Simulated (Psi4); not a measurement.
**BHF2 (SMILES FBF): MP2/def2-TZVPD (Cholesky decomposition, density fitting for correlation, cholesky tolerance 0.001, sweep point 6)**

Aim: the vertical singlet–triplet gap of BHF2 at MP2/def2-TZVPD (Cholesky decomposition, density fitting for correlation, cholesky tolerance 0.001, sweep point 6), from 2 runs. Input form: a Python script.

Program for the calculation: Psi4 1.11.

2 further runs of the same task are left out: 2 set aside as unsound or not needed.

## (1) The system as given

The species is BHF2 (4 atoms), meant as a singlet with charge 0. SMILES: `FBF`. Geometry: relaxed at PBE0-D4/def2-TZVP.

Bond lengths: F1–B2 1.313 Å, B2–F3 1.313 Å, B2–H4 1.191 Å. Angles: F1–B2–F3 118.1°, F1–B2–H4 121.0°, F3–B2–H4 121.0°.

## (2) The energy at MP2/def2-TZVPD (Cholesky decomposition, density fitting for correlation, cholesky tolerance 0.001, sweep point 6)

File run.py:

```python
import psi4

psi4.set_memory(1600000000)
psi4.set_num_threads(1)
psi4.core.set_output_file('output.dat', False)

m = psi4.geometry("""
0 1
F      1.154300     0.456900    -0.361900
B     -0.001900    -0.031000     0.025200
F     -1.095400     0.528700    -0.438900
H     -0.057000    -0.954600     0.775600
symmetry c1
""")

psi4.set_options({
    'basis': 'def2-TZVPD',
    'reference': 'rhf',
    'puream': True,
    'scf_type': 'cd',
    'num_frozen_docc': 3,
    'cholesky_tolerance': 0.001,
})

result, w = psi4.energy("mp2", molecule=m, return_wfn=True)
print('E =', round(result, 9))
for k, v in sorted(psi4.core.scalar_variables().items()):
    print(f'{k:45s} {v:18.10f}')
```

Started as:

```bash
$ python run.py
```

output.dat, shortened:

```text
[...]
  Running in c1 symmetry.
[...]
  Nuclear repulsion =   61.888554759542060
[...]
  Multiplicity = 1
[...]
  Nalpha       = 12
  Nbeta        = 12
[...]
    Number of basis functions: 126
[...]
   @RHF iter   1:  -224.31969123645644   -9.00558e-01   3.07565e-03 DIIS/ADIIS
[...]
   @RHF iter  10:  -224.36618666206641   -3.83693e-12   4.42336e-09 DIIS
[...]
    Orbital Energies [Eh]
    ---------------------
    Doubly Occupied:
       1A    -26.321287     2A    -26.321218     3A     -7.720311
       4A     -1.653951     5A     -1.622265     6A     -0.831382
       7A     -0.769477     8A     -0.750125     9A     -0.720477
      10A     -0.666838    11A     -0.660325    12A     -0.560212
[...]
  @RHF Final Energy:  -224.36618666206641
   => Energetics <=
    Nuclear Repulsion Energy =             61.8885547595420604
    One-Electron Energy =                -435.3137464902883380
    Two-Electron Energy =                 149.0590050686798804
    Total Energy =                       -224.3661866620664114
[...]
 Multipole Moments:
 ------------------------------------------------------------------------------------
     Multipole            Electronic (a.u.)      Nuclear  (a.u.)        Total (a.u.)
 ------------------------------------------------------------------------------------
 L = 1.  Multiply by 2.5417464519 to convert [e a0] to [Debye]
 Dipole X            :          0.0463668           -0.0675938           -0.0212269
 Dipole Y            :          0.7876977           -1.1322755           -0.3445778
 Dipole Z            :         -0.6393309            0.9199550            0.2806241
 Magnitude           :                                                    0.4448981
[...]
```

On the terminal:

```text
E = -224.962627009
CURRENT CORRELATION ENERGY                         -0.5964403465
CURRENT ENERGY                                   -224.9626270086
CURRENT REFERENCE ENERGY                         -224.3661866621
CUSTOM SCS-MP2 CORRELATION ENERGY                  -0.5834219058
CUSTOM SCS-MP2 TOTAL ENERGY                      -224.9496085679
DD SOLVATION ENERGY                                 0.0000000000
HF KINETIC ENERGY                                 224.2267596299
HF POTENTIAL ENERGY                              -448.5929462919
HF TOTAL ENERGY                                  -224.3661866621
HF VIRIAL RATIO                                     2.0006218126
MP2 CORRELATION ENERGY                             -0.5964403465
MP2 DOUBLES ENERGY                                 -0.5964403465
MP2 OPPOSITE-SPIN CORRELATION ENERGY               -0.4437789889
MP2 SAME-SPIN CORRELATION ENERGY                   -0.1526613577
MP2 SINGLES ENERGY                                 -0.0000000000
MP2 TOTAL ENERGY                                 -224.9626270086
NUCLEAR REPULSION ENERGY                           61.8885547595
ONE-ELECTRON ENERGY                              -435.3137464903
PCM POLARIZATION ENERGY                             0.0000000000
PE ENERGY                                           0.0000000000
SCF ITERATION ENERGY                             -224.3661866621
SCF ITERATIONS                                     10.0000000000
SCF TOTAL ENERGY                                 -224.3661866621
SCS-MP2 CORRELATION ENERGY                         -0.5834219058
SCS-MP2 TOTAL ENERGY                             -224.9496085679
TWO-ELECTRON ENERGY                               149.0590050687
```

Wall time 3.3 s (1 thread of AMD EPYC 9R45 (Zen 5), shared host); peak memory 0.26 GiB.

## (3) The triplet, same level

File bf2h.py:

```python
import psi4

psi4.set_memory('1600 MB')
psi4.set_num_threads(1)
psi4.set_output_file('bf2h.out', False)

mol = psi4.geometry("""
0 3
F      1.154300     0.456900    -0.361900
B     -0.001900    -0.031000     0.025200
F     -1.095400     0.528700    -0.438900
H     -0.057000    -0.954600     0.775600
symmetry c1
""")

psi4.set_options({
    'reference': 'uhf',
    'puream': True,
    'scf_type': 'cd',
    'num_frozen_docc': 3,
    'cholesky_tolerance': 0.001,
    'maxiter': 150,
})

E, wfn = psi4.energy('mp2/def2-TZVPD', return_wfn=True)
print(f'mp2/def2-TZVPD energy: {E:.10f} Eh')
for k, v in sorted(psi4.core.scalar_variables().items()):
    print(f'{k:45s} {v:18.10f}')
```

Started as:

```bash
$ python bf2h.py
```

bf2h.out, shortened:

```text
[...]
  Running in c1 symmetry.
[...]
  Nuclear repulsion =   61.888554759542060
[...]
  Multiplicity = 3
[...]
  Nalpha       = 13
  Nbeta        = 11
[...]
    Number of basis functions: 126
[...]
   @UHF iter   1:  -224.00388678446768   -5.84754e-01   3.04914e-03 DIIS/ADIIS
[...]
   @UHF iter  14:  -224.07234716619701   -5.54223e-12   4.79779e-09 DIIS
[...]
   @S^2 Observed:                2.005053696E+00
[...]
    Orbital Energies [Eh]
    ---------------------
    Alpha Occupied:
       1A    -26.315790     2A    -26.315703     3A     -7.720643
       4A     -1.651116     5A     -1.620672     6A     -0.905865
       7A     -0.797003     8A     -0.765177     9A     -0.743516
      10A     -0.688872    11A     -0.672072    12A     -0.656374
      13A     -0.254426
    Alpha Virtual:
      14A      0.039212    15A      0.089376    16A      0.099013
      17A      0.138882    18A      0.145901    19A      0.152317
      20A      0.159840    21A      0.184650    22A      0.189431
      23A      0.193911    24A      0.225130    25A      0.239798
[...]
  @UHF Final Energy:  -224.07234716619701
   => Energetics <=
    Nuclear Repulsion Energy =             61.8885547595420604
    One-Electron Energy =                -435.0775668036258139
    Two-Electron Energy =                 149.1166648778867625
    Total Energy =                       -224.0723471661970052
  UHF NO Occupations:
  HONO-2 :   11  A 1.9991267
  HONO-1 :   12  A 1.0000000
[...]
 Multipole Moments:
 ------------------------------------------------------------------------------------
     Multipole            Electronic (a.u.)      Nuclear  (a.u.)        Total (a.u.)
 ------------------------------------------------------------------------------------
 L = 1.  Multiply by 2.5417464519 to convert [e a0] to [Debye]
 Dipole X            :          0.0181790           -0.0675938           -0.0494148
 Dipole Y            :          0.3103266           -1.1322755           -0.8219489
 Dipole Z            :         -0.2507154            0.9199550            0.6692396
 Magnitude           :                                                    1.0610954
[...]
```

The script printed:

```text
mp2/def2-TZVPD energy: -224.6581240248 Eh
CURRENT CORRELATION ENERGY                         -0.5857768586
CURRENT ENERGY                                   -224.6581240248
CURRENT REFERENCE ENERGY                         -224.0723471662
CUSTOM SCS-MP2 CORRELATION ENERGY                  -0.5645585758
CUSTOM SCS-MP2 TOTAL ENERGY                      -224.6369057420
DD SOLVATION ENERGY                                 0.0000000000
HF KINETIC ENERGY                                 224.2681770146
HF POTENTIAL ENERGY                              -448.3405241808
HF TOTAL ENERGY                                  -224.0723471662
HF VIRIAL RATIO                                     1.9991268050
MP2 CORRELATION ENERGY                             -0.5857768586
MP2 DOUBLES ENERGY                                 -0.5857768586
MP2 OPPOSITE-SPIN CORRELATION ENERGY               -0.4261149496
MP2 SAME-SPIN CORRELATION ENERGY                   -0.1596619090
MP2 SINGLES ENERGY                                 -0.0000000000
MP2 TOTAL ENERGY                                 -224.6581240248
NUCLEAR REPULSION ENERGY                           61.8885547595
ONE-ELECTRON ENERGY                              -435.0775668036
PCM POLARIZATION ENERGY                             0.0000000000
PE ENERGY                                           0.0000000000
SCF ITERATION ENERGY                             -224.0723471662
SCF ITERATIONS                                     14.0000000000
SCF TOTAL ENERGY                                 -224.0723471662
SCS-MP2 CORRELATION ENERGY                         -0.5645585758
SCS-MP2 TOTAL ENERGY                             -224.6369057420
TWO-ELECTRON ENERGY                               149.1166648779
```

Wall time 3.6 s (1 thread of AMD EPYC 9R45 (Zen 5), shared host); peak memory 0.25 GiB.

## (4) Results

Level: MP2/def2-TZVPD (Cholesky decomposition, density fitting for correlation, cholesky tolerance 0.001, sweep point 6), 3 core orbitals frozen.

| quantity | value |
| --- | --- |
| singlet: total energy | -224.96263 Eh |
| singlet: HOMO energy (Hartree–Fock orbitals) | -15.24 eV |
| singlet: LUMO energy (Hartree–Fock orbitals) | 1.30 eV |
| singlet: HOMO–LUMO gap (Hartree–Fock orbitals) | 16.54 eV |
| singlet: correlation energy (3 core orbitals frozen) | -596.4 mEh |
| triplet: total energy | -224.65812 Eh |
| triplet: HOMO energy (Hartree–Fock orbitals) (highest over α and β) | -6.92 eV |
| triplet: LUMO energy (Hartree–Fock orbitals) (lowest over α and β) | -3.80 eV |
| triplet: correlation energy (3 core orbitals frozen) | -585.8 mEh |
| triplet: ⟨S²⟩ of the reference determinant | 2.005 |
| vertical energy of the triplet above the singlet | 8.286 eV |

**Reading.** At this shape the triplet lies 8.29 eV (799 kJ/mol) above the singlet.
